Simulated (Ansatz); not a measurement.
```yaml
crystal:
  periodic: [false, false, false]
  atoms:
    - {symbol: N, position_ang: [0.000000, 0.000000, 0.000000]}
    - {symbol: S, position_ang: [0.000000, 0.000000, 1.636800]}
basis:
  gaussian: {orbitals: def2-TZVP}
magnetization: {spin_polarized: true, initial_magnetization: 3}
hamiltonian: {xc: pbe0}
relax: {f_tol: 0.004, max_steps: 80}
```

```sh
$ ansatz run in.yaml --threads 1 --pin off --events-out ev --progress --plain --max-ram 2176MiB
```

Steps of the relaxation (energy above the last step; positions in Å, forces in eV/Å):

```
2
step 1, 70.1 meV
N     0.000    0.000    0.000    0.000    0.000   -2.017
S     0.000    0.000    1.637    0.000    0.000    2.017
```

```
2
step 2, 27.7 meV
N     0.000    0.000   -0.013    0.000    0.000   -1.210
S     0.000    0.000    1.650    0.000    0.000    1.210
```

```
2
step 3, 0.5 meV
N     0.000    0.000   -0.034    0.000    0.000   -0.144
S     0.000    0.000    1.671    0.000    0.000    0.144
```

```
2
step 5, 0.0 meV
N     0.000    0.000   -0.037    0.000    0.000    0.000
S     0.000    0.000    1.674    0.000    0.000    0.000
```

Close pairs at the end: N1–S2 1.711 Å.

A stationary point of unrestricted PBE0 after 5 steps, with ⟨S²⟩ = 3.765 against 3.75 for a pure state. 4 s on 1 thread of AMD EPYC 9R45, shared host.
